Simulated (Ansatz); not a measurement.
SiH3F (SMILES F[SiH3]): the energy, rung by rung

SiH3F has 5 atoms, charge 0, and is taken as a singlet. As SMILES, `F[SiH3]`. The shape was relaxed beforehand at PBE0/def2-SVP.

Each level gives the adiabatic electron affinity (to the doublet anion, shapes relaxed at PBE0/def2-SVP, no zero-point term) (eV). The values are calculated.

The electron affinity is E(neutral) − E(anion): positive where the electron is bound.

| level | kind | program | value (eV) | less CCSD(T)/def2-TZVPP | CPU time (all runs) |
| --- | --- | --- | --- | --- | --- |
| HF/def2-TZVPP | Hartree–Fock | Ansatz | -2.07 | -0.54 | 1.2 s |
| SVWN5/def2-TZVPP | LDA | Ansatz | -1.10 | +0.43 | 1.4 s |
| BLYP/def2-TZVPP | GGA | Ansatz | -1.33 | +0.20 | 2.6 s |
| r2SCAN/def2-TZVPP | meta-GGA | Ansatz | -1.20 | +0.33 | 5.8 s |
| B3LYP/def2-TZVPP | global hybrid | Ansatz | -1.26 | +0.27 | 3.2 s |
| PBE0-D4/def2-TZVPP | global hybrid | Ansatz | -1.22 | +0.31 | 3.1 s |
| CAM-B3LYP/def2-TZVPP | range-separated hybrid | Ansatz | -1.32 | +0.21 | 3.6 s |
| wB97M-V/def2-TZVPP | range-separated hybrid | Ansatz | -1.48 | +0.05 | 12 s |
| B2PLYP/def2-TZVPP | double hybrid | Ansatz | -1.47 | +0.06 | 4.9 s |
| CCSD(T)/def2-TZVPP | coupled cluster or CI | Ansatz | -1.53 | 0.00 | 14 s |

Differences are taken from CCSD(T)/def2-TZVPP for orientation; it has basis-set and higher-order errors of its own. The values span -2.07 to -1.10 eV. Negative values mean that the anion is unbound at that level; they are set by how diffuse the basis is and aren't properties of the molecule, whose anion may well be bound. CPU times are rough (shared hosts, several kinds of processor and program).
